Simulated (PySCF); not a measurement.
# `InChI=1S/C3H2O/c4-3-1-2-3/h1-2H`

Cartesian coordinates in Å; atom numbers follow the order of the lines, from 1:
```xyz
6

O     2.005   -0.275    0.048
C     0.819   -0.114    0.007
C    -0.523   -0.611   -0.050
C    -0.343    0.722   -0.023
H    -1.276   -1.401   -0.090
H    -0.860    1.685   -0.027
```

Method used: PySCF 2.14.0, GIAO B3LYP/aug-pcSseg-1 magnetisability, rotational g tensor and spin-rotation constants, non-relativistic, gas phase. Geometry: PBE0-D3(BJ)/def2-SVP.

Give the nuclear spin-rotation constants along the inertial axes (H = +C I·J) beside the isotropic shieldings.

Rotational constants 32.0869, 7.8438, 6.3030 GHz. A star marks the isotopologue with that one atom substituted, in its own axes.
| atom | isotope | Caa (kHz) | Cbb (kHz) | Ccc (kHz) | mean (kHz) | σ (ppm) |
| --- | --- | --- | --- | --- | --- | --- |
| H5 | 1H | -0.855 | 0.495 | -0.705 | -0.355 | 22.2 |
| H6 | 1H | -0.852 | 0.494 | -0.705 | -0.354 | 22.2 |
| O1 | 17O* | -17.196 | -3.479 | 0.299 | -6.792 | 15.2 |
| C2 | 13C* | 11.348 | 4.131 | 1.173 | 5.550 | 27.6 |
| C3 | 13C* | 16.500 | 4.074 | 0.602 | 7.058 | 9.9 |

For the geometry as given, no vibrational averaging.

How do the rotational constants and the g tensor change when H5, H6 are replaced by deuterium?

Constants 24.4963, 7.2643, 5.6028 GHz; g -0.2288, -0.0958, -0.0124, against -0.2996, -0.1018, -0.0127 before.
